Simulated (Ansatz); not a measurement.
# CCSD(T)/6-31G(d) (spherical functions) run of C5H12S (tert-amyl mercaptan)

What is the vertical ionisation energy of C5H12S (tert-amyl mercaptan) at CCSD(T)/6-31G* (spherical functions)? 

Program for the calculation: Ansatz 0.2.0.

28 further runs of the same task are left out: 28 set aside as unsound or not needed.

## Step 1: The system as given

The species is C5H12S (18 atoms), meant as a singlet with charge 0. SMILES: `CCC(C)(C)S`. Geometry: relaxed at PBE0-D4/def2-TZVP. This is one conformer, not always the lowest.

Some bond lengths: C1–C2 1.517 Å, C2–C3 1.532 Å, C3–C4 1.524 Å, C3–C5 1.521 Å, C3–S6 1.837 Å, C1–H7 1.092 Å, C1–H8 1.092 Å, C1–H9 1.092 Å, C2–H10 1.098 Å, C2–H11 1.094 Å, C4–H12 1.092 Å, C4–H13 1.094 Å, C4–H14 1.093 Å, C5–H15 1.091 Å, C5–H16 1.091 Å, C5–H17 1.095 Å. Some angles: C1–C2–C3 116.5°, C2–C3–C4 108.9°, C2–C3–C5 111.9°, C2–C3–S6 111.3°, C4–C3–C5 109.8°, C4–C3–S6 104.6°, C5–C3–S6 110.0°, C1–C2–H10 109.2°, C1–C2–H11 109.3°, C3–C2–H10 106.9°.

## Step 2: The energy at CCSD(T)/6-31G(d) (spherical functions)

The input, in.yaml:

```yaml
crystal:
  periodic: [false, false, false]
  atoms:
    - symbol: C
      position_ang: [-0.427530, 0.732120, -1.876320]
    - symbol: C
      position_ang: [0.494570, -0.068410, -0.976560]
    - symbol: C
      position_ang: [-0.009790, -0.350710, 0.442370]
    - symbol: C
      position_ang: [1.022400, -1.202040, 1.172790]
    - symbol: C
      position_ang: [-0.265080, 0.931280, 1.220620]
    - symbol: S
      position_ang: [-1.527650, -1.384490, 0.417880]
    - symbol: H
      position_ang: [-1.369300, 0.205920, -2.047740]
    - symbol: H
      position_ang: [0.038310, 0.891140, -2.851140]
    - symbol: H
      position_ang: [-0.655620, 1.716620, -1.461320]
    - symbol: H
      position_ang: [1.450660, 0.461750, -0.875440]
    - symbol: H
      position_ang: [0.720390, -1.027920, -1.451430]
    - symbol: H
      position_ang: [0.700830, -1.424700, 2.192160]
    - symbol: H
      position_ang: [1.972540, -0.662900, 1.222160]
    - symbol: H
      position_ang: [1.196730, -2.146490, 0.651740]
    - symbol: H
      position_ang: [-1.047200, 1.538610, 0.761850]
    - symbol: H
      position_ang: [-0.573100, 0.705230, 2.242560]
    - symbol: H
      position_ang: [0.649600, 1.532690, 1.259240]
    - symbol: H
      position_ang: [-2.370770, -0.447710, -0.043420]
basis:
  gaussian:
    orbitals: 6-31G_st_-spherical.json
correlation:
  method: ccsd_t
  frozen_orbitals: {C: 1, H: 0, S: 5}
accuracy: high
scf:
  omitted_lower_state_checks: [cluster_reference, increment]
```

The basis set 6-31G* is read from a file made from the Basis Set Exchange's data (not shown).

On the command line:

```
$ ansatz run in.yaml --threads 1 --pin off --max-ram 3480MiB --events-out events.jsonl --progress --plain --runs-dir runs
```

Log:

```text
Warning: RAYON_NUM_THREADS=1 ignored (pool sized by the plan → 1); use --threads N
Functional definition: HF
  name "HF"
  exchange = exact_x
  correlation = 0
these checks for a lower state are left out or cut short: cluster_reference, increment
2907 factors; integrals over basis functions are off by at most 3.9e-9 eV
mean field evaluation 1: about -16155.8125 eV, gradient 3.1e1 eV
mean field evaluation 2: about -16155.8129 eV, gradient 3.1e1 eV
mean field evaluation 4: about -16159.0082 eV, gradient 3.1e0 eV
mean field evaluation 8: about -16159.0411 eV, gradient 1.0e-4 eV
mean field -16159.04112061 eV, -593.8338081911 hartree, gradient 1.7e-8 eV, S^2 0.000000; 0 other end points of the search recorded, 0 dependent functions left out
10 core orbitals not correlated: weight in the atoms' cores, before any rotation towards them, 1.000 or more for the frozen orbitals, at most 0.000 for the correlated occupied ones
reference -16159.04112061 eV, -593.8338081911 hartree; 19, 19 occupied and 83, 83 virtual orbitals, 2907 factors
second order -21.25966738 eV of doubles, -0.00000000 eV of singles
cycle   1  -22.58969474 eV  change    -1.3e0 eV  update   1.0e-1
cycle   2  -23.25742250 eV  change   -6.7e-1 eV  update   3.0e-2
cycle   3  -23.35311568 eV  change   -9.6e-2 eV  update   9.9e-3
cycle   4  -23.35796672 eV  change   -4.9e-3 eV  update   2.5e-3
cycle   5  -23.35876974 eV  change   -8.0e-4 eV  update   6.7e-4
cycle   6  -23.35876314 eV  change    6.6e-6 eV  update   1.9e-4
cycle   7  -23.35876715 eV  change   -4.0e-6 eV  update   5.8e-5
cycle   8  -23.35877270 eV  change   -5.6e-6 eV  update   2.2e-5
cycle   9  -23.35876499 eV  change    7.7e-6 eV  update   6.5e-6
cycle  10  -23.35876098 eV  change    4.0e-6 eV  update   1.9e-6
cycle  11  -23.35876134 eV  change   -3.6e-7 eV  update   6.6e-7
cycle  12  -23.35876151 eV  change   -1.7e-7 eV  update   2.3e-7
cycle  13  -23.35876172 eV  change   -2.1e-7 eV  update   1.0e-7
cycle  14  -23.35876178 eV  change   -5.8e-8 eV  update   5.4e-8
cycle  15  -23.35876180 eV  change   -2.0e-8 eV  update   3.5e-8
cycle  16  -23.35876181 eV  change   -7.3e-9 eV  update   2.6e-8
cycle  17  -23.35876184 eV  change   -3.2e-8 eV  update   1.3e-7
cycle  18  -23.35876185 eV  change   -1.4e-8 eV  update   2.7e-8
cycle  19  -23.35876185 eV  change    3.1e-9 eV  update   6.2e-9
cycle  20  -23.35876185 eV  change   6.5e-10 eV  update   2.0e-9
perturbative correction -0.69998423 eV, -0.0257239461 hartree
Total energy: -16183.09986670 eV, -594.7179508020 hartree
Checks for a lower state left out: cluster_reference, increment
```

Run time: 98 s. Hardware: 1 thread of Arm Neoverse V1, shared host; peak memory 1.1 GiB.

## Step 3: The doublet cation, same level

The input, job.yaml:

```yaml
crystal:
  periodic: [false, false, false]
  atoms:
    - {symbol: C, position_ang: [-0.427530, 0.732120, -1.876320]}
    - {symbol: C, position_ang: [0.494570, -0.068410, -0.976560]}
    - {symbol: C, position_ang: [-0.009790, -0.350710, 0.442370]}
    - {symbol: C, position_ang: [1.022400, -1.202040, 1.172790]}
    - {symbol: C, position_ang: [-0.265080, 0.931280, 1.220620]}
    - {symbol: S, position_ang: [-1.527650, -1.384490, 0.417880]}
    - {symbol: H, position_ang: [-1.369300, 0.205920, -2.047740]}
    - {symbol: H, position_ang: [0.038310, 0.891140, -2.851140]}
    - {symbol: H, position_ang: [-0.655620, 1.716620, -1.461320]}
    - {symbol: H, position_ang: [1.450660, 0.461750, -0.875440]}
    - {symbol: H, position_ang: [0.720390, -1.027920, -1.451430]}
    - {symbol: H, position_ang: [0.700830, -1.424700, 2.192160]}
    - {symbol: H, position_ang: [1.972540, -0.662900, 1.222160]}
    - {symbol: H, position_ang: [1.196730, -2.146490, 0.651740]}
    - {symbol: H, position_ang: [-1.047200, 1.538610, 0.761850]}
    - {symbol: H, position_ang: [-0.573100, 0.705230, 2.242560]}
    - {symbol: H, position_ang: [0.649600, 1.532690, 1.259240]}
    - {symbol: H, position_ang: [-2.370770, -0.447710, -0.043420]}
basis:
  gaussian: {orbitals: 6-31G_st_-spherical.json}
total_charge: 1
magnetization: {spin_polarized: true, initial_magnetization: 1}
correlation: {method: ccsd_t, frozen_orbitals: {C: 1, H: 0, S: 5}}
accuracy: high
scf: {omitted_lower_state_checks: [cluster_reference, increment]}
```

The basis set 6-31G* is read from a file made from the Basis Set Exchange's data (not shown).

On the command line:

```
$ ansatz run job.yaml --threads 1 --pin off --max-ram 3480MiB --events-out events.jsonl --progress --plain --runs-dir runs
```

Log:

```text
Warning: RAYON_NUM_THREADS=1 ignored (pool sized by the plan → 1); use --threads N
[... 4 set-up lines as earlier in the session ...]
these checks for a lower state are left out or cut short: cluster_reference, increment
2908 factors; integrals over basis functions are off by at most 3.9e-9 eV
mean field evaluation 1: about -16145.4836 eV, gradient 3.1e1 eV
mean field evaluation 2: about -16145.4835 eV, gradient 3.1e1 eV
mean field evaluation 4: about -16150.9975 eV, gradient 3.6e0 eV
mean field evaluation 8: about -16151.1158 eV, gradient 1.5e-1 eV
mean field -16151.11649451 eV, -593.5425835531 hartree, gradient 1.5e-8 eV, S^2 0.762709; 0 other end points of the search recorded, 0 dependent functions left out
10 core orbitals not correlated: weight in the atoms' cores, before any rotation towards them, 1.000 or more for the frozen orbitals, at most 0.000 for the correlated occupied ones
reference -16151.11649451 eV, -593.5425835531 hartree; 19, 18 occupied and 83, 84 virtual orbitals, 2908 factors
second order -20.55727776 eV of doubles, -0.00000000 eV of singles
cycle   1  -21.95159066 eV  change    -1.4e0 eV  update   1.1e-1
cycle   2  -22.63383778 eV  change   -6.8e-1 eV  update   3.3e-2
cycle   3  -22.75220111 eV  change   -1.2e-1 eV  update   1.6e-2
cycle   4  -22.75907561 eV  change   -6.9e-3 eV  update   7.6e-3
cycle   5  -22.76009216 eV  change   -1.0e-3 eV  update   5.2e-3
cycle   6  -22.75975817 eV  change    3.3e-4 eV  update   2.6e-3
cycle   7  -22.76024822 eV  change   -4.9e-4 eV  update   1.2e-3
cycle   8  -22.76052202 eV  change   -2.7e-4 eV  update   4.8e-4
cycle   9  -22.76052444 eV  change   -2.4e-6 eV  update   2.1e-4
cycle  10  -22.76053772 eV  change   -1.3e-5 eV  update   9.1e-5
cycle  11  -22.76058089 eV  change   -4.3e-5 eV  update   4.7e-5
cycle  12  -22.76057530 eV  change    5.6e-6 eV  update   2.5e-5
cycle  13  -22.76057846 eV  change   -3.2e-6 eV  update   1.3e-5
cycle  14  -22.76057310 eV  change    5.4e-6 eV  update   7.9e-6
cycle  15  -22.76056688 eV  change    6.2e-6 eV  update   5.0e-6
cycle  16  -22.76056744 eV  change   -5.6e-7 eV  update   3.1e-6
cycle  17  -22.76056860 eV  change   -1.2e-6 eV  update   1.6e-6
cycle  18  -22.76056861 eV  change   -7.0e-9 eV  update   8.3e-7
cycle  19  -22.76056854 eV  change    6.5e-8 eV  update   3.6e-7
cycle  20  -22.76056847 eV  change    7.3e-8 eV  update   1.9e-7
cycle  21  -22.76056850 eV  change   -2.6e-8 eV  update   1.1e-7
cycle  22  -22.76056854 eV  change   -4.5e-8 eV  update   7.1e-8
cycle  23  -22.76056856 eV  change   -1.7e-8 eV  update   4.8e-8
cycle  24  -22.76056856 eV  change   -3.4e-9 eV  update   3.6e-8
cycle  25  -22.76056856 eV  change    6.1e-9 eV  update   1.0e-7
cycle  26  -22.76056855 eV  change    1.3e-9 eV  update   2.6e-8
cycle  27  -22.76056855 eV  change    1.3e-9 eV  update   1.1e-8
cycle  28  -22.76056855 eV  change    3.0e-9 eV  update   6.5e-9
cycle  29  -22.76056855 eV  change    2.4e-9 eV  update   3.3e-9
perturbative correction -0.68937031 eV, -0.0253338917 hartree
Total energy: -16174.56643337 eV, -594.4043529113 hartree
Checks for a lower state left out: cluster_reference, increment
```

Wall time 7.7 min (1 thread of Arm Neoverse V1, shared host); peak memory 2.5 GiB.

## Step 4: Outcome

Level: CCSD(T)/6-31G* (spherical functions), 10 core orbitals frozen.

| quantity | value |
| --- | --- |
| singlet C5H12S: total energy | -594.71795 Eh |
| singlet C5H12S: correlation energy (10 core orbitals frozen) | -884.1 mEh |
| singlet C5H12S: (T) correction | -25.72 mEh |
| singlet C5H12S: T1 diagnostic | 0.008 |
| doublet cation: total energy | -594.40435 Eh |
| doublet cation: correlation energy (10 core orbitals frozen) | -861.8 mEh |
| doublet cation: (T) correction | -25.33 mEh |
| doublet cation: ⟨S²⟩ of the reference determinant | 0.763 |
| doublet cation: T1 diagnostic | 0.013 |
| vertical ionisation energy (to the doublet cation) | 8.533 eV |

In words: The vertical ionisation energy comes to 8.53 eV (823 kJ/mol). The triples (singlet C5H12S) make up 2.9 % of the correlation energy. The triples (doublet cation) make up 2.9 % of the correlation energy.
